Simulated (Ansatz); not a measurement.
Results of HSE06 in Ansatz (plane waves, PAW) for cubic perovskite KTaO3.

Run with plane-wave cutoff 460 eV, 6×6×6 k mesh, Fermi–Dirac smearing 0.01 eV, scalar-relativistic PAW data made under PBE.

The cell is scaled about its equilibrium volume:

```tsv
V (Å³/atom)	P (GPa)	direct gap at Γ (eV)	smallest gap on the k mesh (eV)
12.022	12.45	4.355	3.730
12.338	5.93	4.299	3.659
12.776	-1.76	4.214	3.562
12.971	-4.75	4.173	3.518
13.287	-9.11	4.106	3.447
```

The fundamental gap (3.59 eV at the equilibrium volume, on the SCF mesh) lies elsewhere than Γ–Γ.

Measured, for comparison: band gap 3.64 eV (temperature not stated, no zero-point or thermal correction, indirect; as tabulated in Himmetoglu and Janotti (2016), arXiv:1601.06205).

Spin–orbit coupling is not included.

Ansatz is a first-principles code.
